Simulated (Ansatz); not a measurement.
# LiS: the cost of one run

Computed with Ansatz 0.2.0, driven from Python. Level of theory: B3LYP/6-31G*.

## Step 1: The system

Bond lengths: Li1–S2 2.270 Å.

The script holds or builds the structure itself.

## Step 2: The script

The input, run_states.py:

```python
'''Does a wider search find a lower mean-field state of LiS?'''

import ansatz
from ase import Atoms
import numpy as np

atoms = Atoms(['Li', 'S'], positions=[
    (0.0, 0.0, 0.0),
    (0.0, 0.0, 2.27),
])
system = ansatz.Crystal.molecule_from_ase(atoms)
symbols = [site.symbol for site in system.cartesian_sites]

start = np.array([site.position_ang for site in system.cartesian_sites])
for factor in [1.0, 1.3]:
    xyz = (start - start.mean(axis=0)) * factor
    scaled = ansatz.Crystal.molecule()
    for symbol, place in zip(symbols, xyz):
        scaled = scaled.atom(symbol, place.tolist())
    setup = (
        scaled.calculation()
        .basis(gaussian='6-31G*')
        .functional('b3lyp')
        .spin('collinear', total=1)
    )
    for search in ('off', 'standard'):
        try:
            report = setup.scf(lower_state_search=search).run(threads=1).report
        except ansatz.AnsatzError as error:
            print(f'x{factor} search {search}: {type(error).__name__}')
            continue
        state = report['mean_field']['state']
        print(f'all distances x{factor}, search {search:8s} E = {report["free_energy_ev"]:.5f} eV  <S^2> = {abs(state["spin_squared"]):.3f}  other states met: {len(report["mean_field"]["others"])}')
```

## Step 3: The input behind the calls

The engine receives this input (first run):

```yaml
crystal:
  periodic: [false, false, false]
  atoms:
    - { symbol: Li, position_ang: [0.0, 0.0, -1.135] }
    - { symbol: S, position_ang: [0.0, 0.0, 1.135] }
basis:
  gaussian:
    orbitals: "6-31G*"
hamiltonian:
  xc: b3lyp
magnetization:
  spin_polarized: true
  initial_magnetization: 1.0
scf:
  lower_state_search: "off"
```

## Step 4: The run

Launch:

```console
> python run_states.py
```

What time and memory should one allow on 1 thread of Arm Neoverse V1, shared host?

About 4 s, with a peak of 0.16 GiB.
